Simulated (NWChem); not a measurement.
## methane (CH4)

SMILES: C
```xyz
5

C      0.0000     0.0000     0.0000
H      0.0000     0.8966     0.6340
H      0.0000    -0.8966     0.6340
H     -0.8966     0.0000    -0.6340
H      0.8966     0.0000    -0.6340
```
Charge 0, spin multiplicity 1.

All runs are NWChem calculations. Structure: optimised with PBE0/def2-SVP, a minimum by its harmonic frequencies.

Symmetry labels belong to the abelian group C2v used in the runs, with the axes of the coordinates shown; states degenerate in a higher group split over its labels.

B3LYP has NWChem's definition, with VWN1-RPA local correlation.

Question: List the lowest 3 singlet excitations that TD-B3LYP/def2-SVPD, VWN1-RPA local correlation gives, with oscillator strengths.

Answer: 
| state | symmetry | energy (eV) | wavelength (nm) | f |
|---|---|---|---|---|
| 1 | a1 | 10.26 | 121 | 0.129 |
| 2 | b2 | 10.26 | 121 | 0.129 |
| 3 | b1 | 10.26 | 121 | 0.129 |
